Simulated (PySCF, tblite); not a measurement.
# 2 × hydrogen fluoride

A gas-phase complex of 2 × hydrogen fluoride; neutral, singlet. The structure comes from a short search (6 tight-binding starts) and was relaxed by PBE0-D3(BJ)/def2-TZVPD; another way of binding may lie lower. Frequencies by PBE0-D3(BJ)/def2-TZVPD show no clear imaginary mode.

```json
{"part": "1", "name": "hydrogen fluoride", "SMILES": "F", "atoms": "1–2", "charge": "0", "multiplicity": "1"}
{"part": "2", "name": "hydrogen fluoride", "SMILES": "F", "atoms": "3–4", "charge": "0", "multiplicity": "1"}
```

```xyz
4

F     0.333    0.098    0.034
H    -0.577   -0.043   -0.082
F    -2.323   -0.074   -0.522
H    -2.541    0.556   -1.163
```
Atom numbers follow the order of the file, from 1.

Contacts between parts, classed by geometry: H2···F3 1.800 Å (hydrogen bond, 170°).

Interaction energies are complex less parts, with the parts frozen as they stand in it; counterpoise-corrected, in kcal/mol (PySCF). The CCSD(T) estimate is Hartree-Fock/aug-cc-pVQZ, plus the MP2 correlation part extrapolated as X⁻³ from aug-cc-pVTZ and aug-cc-pVQZ, plus CCSD(T) less MP2 in aug-cc-pVDZ; noble-gas cores are frozen. It isn't the exact limit.

How strongly do the parts interact, level by level?


| level | interaction | superposition error removed |
| --- | --- | --- |
| Hartree-Fock/aug-cc-pVQZ | -3.79 | - |
| MP2/aug-cc-pVQZ | -4.42 | -0.27 |
| CCSD(T), estimated basis limit | -4.55 | - |

What holds them together? Decompose the MP2/aug-cc-pVQZ energy: frozen parts, their antisymmetrised product, then relaxation.

electrostatic -7.2, Pauli repulsion +5.8, orbital relaxation -2.5, correlation -0.8 kcal/mol, which sum to the value before the counterpoise correction, the first three by Hartree-Fock. Of the attraction, 68 % is electrostatic, 24 % is orbital relaxation, 8 % is correlation.

The parts were also relaxed and run alone, at the levels used for the complex: shieldings by PBE0/pcSseg-3; core levels by delta-SCF with SCAN, pcX-2 on the ionised atom and pcseg-1 elsewhere, spin-free X2C.

What does binding change?


| property | alone | in the complex | change |
| --- | --- | --- | --- |
| F1–H2 bond (Å) | 0.921 | 0.929 | +0.008 |
| shielding of H2 (ppm) | 29.07 | 26.53 | -2.54 |
| shielding of F3 (ppm) | 410.6 | 399.7 | -10.9 |
| shielding of F1 (ppm) | 410.6 | 409.5 | -1.1 |
| F1 1s core level (eV) | 694.11 | 693.13 | -0.99 |
| F3 1s core level (eV) | 694.11 | 695.23 | +1.12 |

The 3 runs behind this took 37 s in all, one thread each of Arm Neoverse N1 on a shared host, launched as `OMP_NUM_THREADS=1 python cluster_run.py task.json out`.
